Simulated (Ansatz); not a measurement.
# AlCO (sextet): the correlation ladder, def2-TZVPP

An exercise on one series of results from a longer session: the logs are not shown, and one member is left open.

Program: Ansatz 0.2.0, Gaussian basis. Level of theory: def2-TZVPP, core rule «outside noble gas», up to 7 orbitals frozen. These are calculated values, not measurements.

To be run: UHF; ROHF; CCSD(T) on UHF.

## The system

The geometry is a PBE0/def2-TZVP stationary point (not a proven minimum) of the parent state, kept for this charge and spin.

3 atoms, charge 0, spin multiplicity 6.

Atoms are counted from 1 here; the program's logs count them from 0.

Bond lengths: C1–Al2 1.893 Å, Al2–O3 1.598 Å. Angles: C1–Al2–O3 180.0°.

The first run:

File in.yaml:

```yaml
crystal:
  periodic: [false, false, false]
  atoms:
    - {symbol: C, position_ang: [0.000000, 0.000000, 1.794300]}
    - {symbol: Al, position_ang: [0.000000, 0.000000, -0.098300]}
    - {symbol: O, position_ang: [0.000000, 0.000000, -1.696000]}
basis:
  gaussian: {orbitals: def2-TZVPP}
magnetization: {spin_polarized: true, initial_magnetization: 5}
hamiltonian: {xc: hf}
output: {orbitals: {seedname: orbitals}}
```

On the command line:

```console
> ansatz run in.yaml --threads 1 --pin off --events-out ev --progress --plain --max-ram 3968MiB --backend cpu
```

Steps of the session up to this table: UHF; ROHF; CCSD(T) on UHF.

One table of the session follows, with a row left open; its other results are not shown here.

```
  method  from UCCSD(T) (meV)
    ROHF              +9740.0
     UHF              +9560.5
    UMP2              +1163.2
   UCCSD                    ?
UCCSD(T)                    0
```

Estimate the missing values for UCCSD.

As computed: from UCCSD(T) (meV): +335.8. In the column «from UCCSD(T) (meV)» it lies between UCCSD(T) (0) and UMP2 (+1163.2).
